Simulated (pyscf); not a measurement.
Optimised with ωB97X-D3(BJ)/def2-SVP in PySCF.

**Question.** Estimate the classical barrier height and the reaction energy of silicon tetrafluoride (F–Si(F)(F)–F) + difluorosilylene (F–Si:–F) [singlet] → F–Si(F)(F)–Si(F)(F)–F at M06-2X/def2-TZVP. The step runs on the singlet surface, breaks F–Si and forms F–Si, Si–Si; take the separated reactants as zero.

**Answer.** ΔE‡ = 88.2 kJ/mol, ΔE = -112.6 kJ/mol. ωB97M-D3(BJ)/def2-TZVP gives 85.7 kJ/mol and -103.0 kJ/mol. Zero-point energy shifts the barrier by +2.6 kJ/mol. It is an insertion, with an imaginary mode of 177i cm⁻¹. The same reactants have a lower exit, to F–Si(F)(F)–F + F–Si:–F [singlet] (barrier +62.5 kJ/mol at ωB97M-D3(BJ)/def2-TZVP, against +85.7 kJ/mol here). One saddle was located; it need not be the lowest between these sides.
